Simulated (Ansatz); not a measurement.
**Two structures, one formula**

The two ends of one reaction step of CH$_{4}$Cl, doublet (PBE0-D4/def2-TZVP).

A:

```xyz
6
angstrom
H -1.5800 -1.0884 0.5203
C 0.9374 0.6994 -0.2750
Cl 1.0472 -0.6863 -1.2287
H -2.1886 -1.1436 0.9493
H 0.3756 1.5351 -0.6607
H 1.4084 0.6838 0.6950
```

B:

```xyz
6
angstrom
H -0.4429 0.3668 0.5677
C 0.4502 0.4774 -0.0432
Cl 0.6149 -0.9583 -1.0702
H -2.3182 -1.7954 0.6387
H 0.3641 1.3536 -0.6815
H 1.3318 0.5559 0.5886
```

Computed with Ansatz 0.2.0 (basis: def2-TZVPP); correlated methods freeze the cores; orbitals are unrestricted. B3LYP uses VWN-RPA correlation.

(1) Which structure is lower at CCSD(T), and by how much? (Judge from chemistry; the value comes from the calculation.)

(2) Do the other methods give the same order? (A judgement: the text doesn't fix the answer.)

No T1 diagnostic of these runs exceeds 0.015. ⟨S²⟩ of the unrestricted Hartree–Fock references: 0.75 to 0.77 (a pure state has 0.75).

## Answers

(1) By the calculation: A, by 0.123 eV (electronic energy, against the other). By their contacts, A is a complex of CH₂Cl ([CH2][Cl]) + H₂ and B is a complex of CH₃Cl ([CH3][Cl]) + H.

(2) Computed: Not all: MP2 gives the other order.

```tsv
method	E(B) − E(A) (eV)
SPW92	0.013
PBE-D4	0.113
BLYP-D4	0.279
r2SCAN-D4	0.264
B97M-V	0.138
PBE0-D4	0.079
B3LYP-D4	0.239
r2SCAN0-D4	0.236
BHLYP-D4	0.196
CAM-B3LYP-D4	0.179
wB97X-V	0.095
wB97M-V	0.115
B2PLYP	0.155
PBE-QIDH	0.022
RPA on PBE	0.156
HF	0.027
MP2	-0.077
CCSD	0.145
CCSD(T)	0.123
```

Labels in which every atom is bracketed show which atoms are joined, not bond orders.

For scale, one of the runs: CCSD(T)/def2-TZVPP, 129 basis functions, launched by `ansatz run in.yaml --threads 2 --pin off --events-out ev --progress --plain --max-ram 4352MiB`. The run took 26 s on 2 CPU threads of an Intel Xeon Platinum 8488C (shared host), with 1.3 GiB of host memory at its peak.
